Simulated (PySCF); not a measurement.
# One shape, several levels: doublet [S2F2]−

We compute a comparison of 6 runs (UHF/STO-3G, U-r2SCAN/def2-SVPD, U-wB97M-V/def2-SVPD, UB2PLYP/def2-SVPD, UPBE0/def2-SVPD, UCCSD(T)/def2-SVPD) of doublet [S2F2]−. Input form: a Python script.

The results are computed with PySCF 2.14.0.

3 further runs of the same task are left out: 3 set aside as unsound or not needed.

**1. The structure to begin with**

[S2F2]− has 4 atoms, charge -1, and is taken as a doublet. As SMILES of the parent species, `FS(F)=S`. The shape is that of a GFN2-xTB optimisation. That shape belongs to the parent species and isn't relaxed for this state.

Bond lengths: F1–S2 1.681 Å, S2–F3 1.682 Å, S2–S4 1.873 Å. Angles: F1–S2–F3 90.0°, F1–S2–S4 108.4°, F3–S2–S4 108.4°.

**2. A single-point energy at UHF/STO-3G (run 1)**

File input.py:

```python
from pyscf import gto, scf

mol = gto.Mole()
mol.atom = 'F 0.766610 0.341640 1.237090; S -0.514710 -0.073220 0.231030; F 0.333030 -1.428520 -0.291570; S -0.584940 1.160090 -1.176550'
mol.charge = -1
mol.basis = 'sto-3g'
mol.verbose = 4
mol.max_memory = 1860
mol.spin = 1
mol.build()

myscf = scf.UHF(mol)
myscf.conv_tol = 1e-10
myscf.kernel()
if not myscf.converged:
    myscf = myscf.newton().run(myscf.mo_coeff, myscf.mo_occ)

e_tot = myscf.e_tot
print('E(%s) = %.9f' % ('HF', e_tot))
```

Command:

```bash
OMP_NUM_THREADS=1 python input.py
```

Log:

```text
PySCF version 2.14.0

[... 112 lines left out ...]
converged SCF energy = -982.029900269866  <S^2> = 0.84508848  2S+1 = 2.0929295
E(HF) = -982.029900270
```

Wall time 0.74 s (1 thread of Arm Neoverse V1, shared host); peak memory 0.1 GiB.

**3. A single-point energy at U-r2SCAN/def2-SVPD (run 2)**

File job.py:

```python
from pyscf import gto, dft

mol = gto.M(
    atom='''
F      1.448683     0.645606     2.337761
S     -0.972661    -0.138366     0.436583
F      0.629335    -2.699512    -0.550987
S     -1.105376     2.192252    -2.223357
''',
    spin=1,
    charge=-1,
    basis='def2-svpd',
    max_memory=1860,
    unit='bohr',
    verbose=4,
)

mf = dft.UKS(mol, xc='r2scan')
mf.grids.level = 5
mf.conv_tol = 1e-10
mf.kernel()
if not mf.converged:
    mf = mf.newton().run(mf.mo_coeff, mf.mo_occ)

e_final = mf.e_tot
print(f'total energy: {e_final:.8f} hartree')
```

Command:

```bash
OMP_NUM_THREADS=1 python job.py
```

Log:

```text
PySCF version 2.14.0

[... 56 lines left out ...]
WARN: HOMO -0.122814979939603 >= LUMO -0.122814979939604
[... 54 lines left out ...]
converged SCF energy = -995.540106321068  <S^2> = 0.75506036  2S+1 = 2.005054
total energy: -995.54010632 hartree
```

Wall time 71 s (1 thread of Arm Neoverse V1, shared host); peak memory 0.58 GiB.

Runs 3 to 5 aren't shown in full; the table further down has their settings and results.

**4. The energy at UCCSD(T)/def2-SVPD (run 6)**

File calc.py:

```python
from pyscf import gto, scf, cc

mol = gto.Mole()
mol.atom = [
    ('F', (0.766610, 0.341640, 1.237090)),
    ('S', (-0.514710, -0.073220, 0.231030)),
    ('F', (0.333030, -1.428520, -0.291570)),
    ('S', (-0.584940, 1.160090, -1.176550)),
]
mol.charge = -1
mol.max_memory = 1860
mol.spin = 1
mol.verbose = 3
mol.basis = 'def2-svpd'
mol.build()

hf = scf.UHF(mol)
hf.conv_tol = 1e-10
hf.kernel()
if not hf.converged:
    hf = hf.newton().run(hf.mo_coeff, hf.mo_occ)

mycc = cc.CCSD(hf, frozen=12)
mycc.kernel()
e_t = mycc.ccsd_t()
etot = mycc.e_tot + e_t
print('E = %.10f Eh' % etot)
```

Command:

```bash
OMP_NUM_THREADS=1 python calc.py
```

Log:

```text
converged SCF energy = -993.471318517122  <S^2> = 0.77144619  2S+1 = 2.0213324
E(UCCSD) = -994.1836905543992  E_corr = -0.712372037277439
UCCSD(T) correction = -0.025388042903707
E = -994.2090785973 Eh
```

Wall time 6.6 min (1 thread of Arm Neoverse V1, shared host); peak memory 2.6 GiB.

**5. Overview of the runs**

```csv
run,level,integration grid,nlc grid,energy (Eh),HOMO energy (eV),LUMO energy (eV),⟨S²⟩,wall time
1,UHF/STO-3G,–,–,-982.029900,5.41,16.78,0.845,0.74 s
2,U-r2SCAN/def2-SVPD,5,–,-995.540106,2.18,3.56,0.755,71 s
3,U-wB97M-V/def2-SVPD,5,1,-995.582788,-0.66,4.70,0.753,2.1 min
4,UB2PLYP/def2-SVPD,5,–,-995.252222,0.23,4.65,0.759,39 s
5,UPBE0/def2-SVPD,5,–,-995.206138,1.25,4.08,0.755,33 s
6,UCCSD(T)/def2-SVPD,–,–,-994.209079,-1.61,5.41,0.771,6.6 min
```

**6. Outcome**

```
                                                         quantity          value
                                              run 6: total energy  -994.20908 Eh
run 6: HOMO energy (Hartree–Fock orbitals) (highest over α and β)       -1.61 eV
 run 6: LUMO energy (Hartree–Fock orbitals) (lowest over α and β)        5.41 eV
              run 6: correlation energy (12 core orbitals frozen)     -737.8 mEh
                                            run 6: (T) correction     -25.39 mEh
                         run 6: ⟨S²⟩ of the reference determinant          0.771
                                             run 6: T1 diagnostic          0.021
```

In words: Totals of different functionals can't be ranked against each other. In runs 1, 2, 4, 5 the HOMO lies above zero, so the outermost electron may be held by the basis alone. In run 1 the basis is minimal, so the values are rough. All runs together took 11 min, the longest 6.6 min.
